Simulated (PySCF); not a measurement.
Working out the electron affinity of F

F⁻ [Ne] (1S) → F [He] 2s2 2p5 (2P). Computed with PySCF 2.14 in aug-cc-pVQZ with one added diffuse shell each of s, p, d, f, g type (7s6p5d4f3g, 105 functions), with the non-relativistic Hamiltonian (point nucleus). Frozen: 1s2. Energies in hartree (1 hartree = 27.21139 eV):

| part | F⁻ (lower) | F (upper) |
| --- | --- | --- |
| UHF | -99.457464 | -99.414095 |
| MP2 opposite-spin | -0.236217 | -0.171884 |
| MP2 same-spin | -0.081159 | -0.052149 |

Q: What does Hartree-Fock give?

A: (-99.414095) − (-99.457464) = 0.043369 hartree = 1.180 eV.

Q: What do MP2 and SCS-MP2 (6/5 opposite-spin, 1/3 same-spin) give?

A: The opposite-spin parts differ by 1.751 eV and the same-spin parts by 0.789 eV. MP2: 1.180 + (1.751) + (0.789) = 3.720 eV. SCS-MP2: 1.180 + 1.2 × (1.751) + (0.789)/3 = 3.544 eV.

A first-order spin-orbit estimate adds -0.017 eV to MP2 (valence), giving 3.703 eV against 3.401 eV (measured; photodetachment measurements, as compiled on the Wikipedia data page of electron affinities).

What remains against the reference includes basis incompleteness, the frozen core and correlation beyond second order.
